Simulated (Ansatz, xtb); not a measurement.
## Ranking isomers of C6H5−

4 gas-phase structures of C6H5−, from a drawn sample of its isomers (lower ones may exist). Each was relaxed with GFN2-xTB; where two conformers were screened, the lower at r2SCAN-D4/def2-SVPD//GFN2-xTB is listed:

A. `[C-]#C[C@H](C)C#C`, a singlet
B. `[C-]#CC1=CCC1`, a singlet
C. `[C-]#CCCC#C`, a singlet
D. `[C-]#CCC#CC`, a singlet

Which do you expect lowest at r2SCAN-D4/def2-SVPD//GFN2-xTB, and how would the others follow?

Calculated order at r2SCAN-D4/def2-SVPD//GFN2-xTB: B (0.0), C (21.4), D (21.8), A (24.8) kcal/mol. Less than 1 kcal/mol parts C and D, so the order within that pair means little.

Energies above the lowest of each column, in kcal/mol; the last columns are at r2SCAN-D4/def2-SVPD geometries and were run for some of them only (a dash: not run or not comparable):

```json
{"structure": "B", "GFN2-xTB": "0.0", "HF/STO-3G": "0.0", "r2SCAN-D4/def2-SVPD//GFN2-xTB": "0.0", "r2SCAN-D4/def2-SVPD": "0.0", "CCSD(T)/def2-SVPD + ΔMP2/def2-TZVPPD": "0.0"}
{"structure": "C", "GFN2-xTB": "25.1", "HF/STO-3G": "31.1", "r2SCAN-D4/def2-SVPD//GFN2-xTB": "21.4", "r2SCAN-D4/def2-SVPD": "20.5", "CCSD(T)/def2-SVPD + ΔMP2/def2-TZVPPD": "13.2"}
{"structure": "D", "GFN2-xTB": "20.1", "HF/STO-3G": "25.4", "r2SCAN-D4/def2-SVPD//GFN2-xTB": "21.8", "r2SCAN-D4/def2-SVPD": "20.3", "CCSD(T)/def2-SVPD + ΔMP2/def2-TZVPPD": "13.8"}
{"structure": "A", "GFN2-xTB": "23.6", "HF/STO-3G": "31.1", "r2SCAN-D4/def2-SVPD//GFN2-xTB": "24.8", "r2SCAN-D4/def2-SVPD": "–", "CCSD(T)/def2-SVPD + ΔMP2/def2-TZVPPD": "–"}
```

Every level run on B puts it lowest or level with the lowest. Flexible structures stand in one conformer each, not always the lowest. D keeps a small imaginary mode. Frequencies (GFN2-xTB) were run for B, C, D alone. ΔMP2 is the change of the MP2 energy from the smaller to the larger basis.

Over these structures GFN2-xTB departs from r2SCAN-D4/def2-SVPD//GFN2-xTB by 1.8 kcal/mol on average once a common shift is removed. A GFN2-xTB relaxation took about 0.1 s and the r2SCAN-D4/def2-SVPD//GFN2-xTB energy about 2.5 s on a shared host (Ansatz 0.2.0, xtb 6.7.1).
